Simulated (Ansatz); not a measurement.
# CH2B+ (SMILES B=[CH+]): single points off equilibrium

A test off equilibrium: a structure displaced at random from a GFN2-xTB minimum is computed at several levels, and each is set against CCSD(T).

Method: single points in def2-TZVPP; program: Ansatz 0.2.0, Gaussian basis.

Correlated methods freeze the cores.

### Step 1. Where the work starts

SMILES `B=[CH+]`, 4 atoms, charge 1, spin multiplicity 1.

Atoms are counted from 1 here; the program's logs count them from 0.

Bond lengths: B1–C2 1.330 Å, B1–H3 1.186 Å, C2–H4 1.099 Å. Angles: C2–B1–H3 124.9°, B1–C2–H4 153.6°.

As a file:

```
B     0.66320   -0.42850    0.21750
C    -0.00650    0.52190   -0.42780
H     0.17560   -1.22680    0.94630
H    -0.90240    1.11920   -0.64710
```

### Step 2. CCSD(T)/def2-TZVPP

Input file run/in.yaml:

```yaml
crystal:
  periodic: [false, false, false]
  atoms:
    - {symbol: B, position_ang: [0.663200, -0.428500, 0.217500]}
    - {symbol: C, position_ang: [-0.006500, 0.521900, -0.427800]}
    - {symbol: H, position_ang: [0.175600, -1.226800, 0.946300]}
    - {symbol: H, position_ang: [-0.902400, 1.119200, -0.647100]}
basis:
  gaussian: {orbitals: def2-TZVPP}
total_charge: 1
correlation: {method: ccsd_t}
output: {forces: true}
```

The command line of these runs was not kept.

### Step 3. PBE0-D4/def2-TZVPP

Edit run/in.yaml of step 2 so:

```diff
@@ -10,3 +10,3 @@
 total_charge: 1
-correlation: {method: ccsd_t}
-output: {forces: true}
+hamiltonian: {xc: pbe0, dispersion: d4}
+output: {forces: true, orbitals: {seedname: orbitals}}
```

### Step 4. wB97M-V/def2-TZVPP

Edit run/in.yaml of step 3 so:

```diff
@@ -10,3 +10,3 @@
 total_charge: 1
-hamiltonian: {xc: pbe0, dispersion: d4}
-output: {forces: true, orbitals: {seedname: orbitals}}
+hamiltonian: {xc: {name: wB97M-V}}
+output: {forces: true}
```

### Step 5. r2SCAN-D4/def2-TZVPP

Edit run/in.yaml of step 4 so:

```diff
@@ -10,3 +10,3 @@
 total_charge: 1
-hamiltonian: {xc: {name: wB97M-V}}
+hamiltonian: {xc: r2scan, dispersion: d4}
 output: {forces: true}
```

### Step 6. PBE-D4/def2-TZVPP

Edit run/in.yaml of step 5 so:

```diff
@@ -10,3 +10,3 @@
 total_charge: 1
-hamiltonian: {xc: r2scan, dispersion: d4}
+hamiltonian: {xc: pbe, dispersion: d4}
 output: {forces: true}
```

### Step 7. r2SCAN0-D4/def2-TZVPP

Edit run/in.yaml of step 6 so:

```diff
@@ -10,3 +10,3 @@
 total_charge: 1
-hamiltonian: {xc: pbe, dispersion: d4}
+hamiltonian: {xc: {name: r2SCAN0}, dispersion: d4}
 output: {forces: true}
```

### Step 8. revPBE-D4/def2-TZVPP

Edit run/in.yaml of step 7 so:

```diff
@@ -10,3 +10,3 @@
 total_charge: 1
-hamiltonian: {xc: {name: r2SCAN0}, dispersion: d4}
+hamiltonian: {xc: {name: revPBE}, dispersion: d4}
 output: {forces: true}
```

(Steps that only read results are left out.)

Q: Predict the outcome of this session. Wanted: energy less free atoms, CCSD(T)/def2-TZVPP; RMS force component; RMS force error; HOMO and LUMO, PBE0-D4; T1 diagnostic.

As calculated:

```
                                  quantity                                                                                                value
energy less free atoms, CCSD(T)/def2-TZVPP                                                                                            -1.591 eV
                       RMS force component                                                                 1.636 to 2.780 eV/Å over the methods
                           RMS force error  PBE0-D4 1.187, wB97M-V 1.115, r2SCAN-D4 1.173, PBE-D4 1.244, r2SCAN0-D4 1.160, revPBE-D4 1.152 eV/Å
                    HOMO and LUMO, PBE0-D4                                                                                 -15.74 and -13.29 eV
                             T1 diagnostic                                                                                                0.017
```

**Reading.** Against CCSD(T) the functionals' energies less atoms differ by -1.227 to -0.673 eV, PBE-D4 by -1.227 eV. A larger basis would deepen the CCSD(T) value, while the functionals are nearly converged already, so the order here is not reliable. For forces wB97M-V does best and PBE-D4 worst. Frozen-core CCSD(T) forces in triple zeta carry basis errors of their own, and this is one geometry, so small gaps rank nothing.
